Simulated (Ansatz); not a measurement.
Mulliken charges of C2H3B, SMILES `B1C=C1` from PBE/def2-TZVPP in Ansatz (PBE0-D4/def2-TZVP geometry).

| atom | x (Å) | y (Å) | z (Å) | charge (e) |
| --- | --- | --- | --- | --- |
| B1 | -0.871 | 0.038 | -0.235 | -0.165 |
| C2 | 0.553 | -0.101 | -0.558 | -0.049 |
| C3 | 0.224 | 0.037 | 0.740 | -0.049 |
| H4 | -2.014 | 0.102 | -0.531 | 0.015 |
| H5 | 1.438 | -0.222 | -1.166 | 0.124 |
| H6 | 0.712 | 0.082 | 1.704 | 0.124 |

Problem. By hand: the dipole of these point charges (1 e Å = 4.8032 D).

Solution. Σ q r = (0.342, -0.019, 0.089) e Å, of length 0.354 e Å = 1.70 D.

Problem. How does the dipole of the full density compare? (Best estimate.)

Solution. The calculation gave: (0.240, -0.013, 0.062) e Å, 1.19 D; the point charges give 1.43 times that, at 0° from its direction.

Point charges leave out the atoms' own dipoles, such as those of lone pairs, and Mulliken's split depends on the basis, so the two needn't agree.
